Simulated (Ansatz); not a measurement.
A made-up structure of CHSi2, doublet:

```
4
angstrom
C -0.2479 -0.8613 0.5765
Si 1.1999 -0.1325 1.0440
Si -0.0180 0.4314 -0.3983
H -0.9340 0.5624 -1.2221
```

It is relaxed with PBE-D4/def2-SVP and then PBE0-D4/def2-TZVP (Ansatz 0.2.0). Atoms count as bonded within 1.22 times the sum of their covalent radii (H–H: 0.88 Å). The end point is not checked to be a true minimum.

Q: Does its bonding change? (A judgement: the text doesn't fix the answer.)

A: By the calculation: No: no bond forms or breaks.

Where it ends: The first stage lowers the energy by 2.58 eV in 9 steps. It ends as CHSi₂ ([C]1[Si][SiH]1):
```
4
angstrom
C -0.1285 -0.8546 0.6627
Si 1.3844 -0.2776 1.3157
Si -0.0968 0.4449 -0.4713
H -1.1592 0.6873 -1.5071
```

Labels in which every atom is bracketed show which atoms are joined, not bond orders.

For scale, one of the runs: PBE0-D4/def2-TZVP relaxation, 111 basis functions, launched by `ansatz run in.yaml --threads 2 --pin off --events-out ev --progress --plain --max-ram 4352MiB`. Hardware: 2 CPU threads of an Arm Neoverse V2, shared host. Wall time about 17 s.
